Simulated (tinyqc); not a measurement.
A ladder of methods, and size consistency: correlation methods against full CI in the sto-3g basis, for LiH, spin multiplicity 1. Computed by the program tinyqc with PySCF. All electrons correlated; +Q is the Davidson correction (1 - c0^2) E_corr. The last columns treat two copies 100 angstrom apart as one system. FCI is the lowest singlet.

Geometry (angstrom):
```
atom,x,y,z
Li,0.0000,0.0000,0.0000
H,0.0000,0.0000,1.7070
```

RHF energy of one = -7.856716 hartree

Correlation energies (hartree):
```
method,E_corr of one,share of FCI (%),E_corr of two at 100 angstrom,two minus twice one (mhartree)
MP2,-0.01385,61.760,-0.02771,-2.84e-05
CISD,-0.02242,99.932,-0.04358,1.256
CISD+Q,-0.02310,102.966,-0.04590,0.288
CCSD,-0.02242,99.946,-0.04484,-6.38e-05
CCSD(T),-0.02243,99.989,-0.04486,-6.36e-05
FCI,-0.02243,100.000,-,-
```

What does the comparison show, and why?

MP2 recovers 62 %, CISD 99.9 % and CCSD 99.9 % of the FCI value (c0^2 = 0.970 in CISD). MP2 and coupled cluster are size consistent, so their last column vanishes but for a trace of long-range electrostatics; CISD loses 1.26 mhartree, since a double excitation on each copy is a quadruple of the pair, and the Davidson correction leaves +0.29.
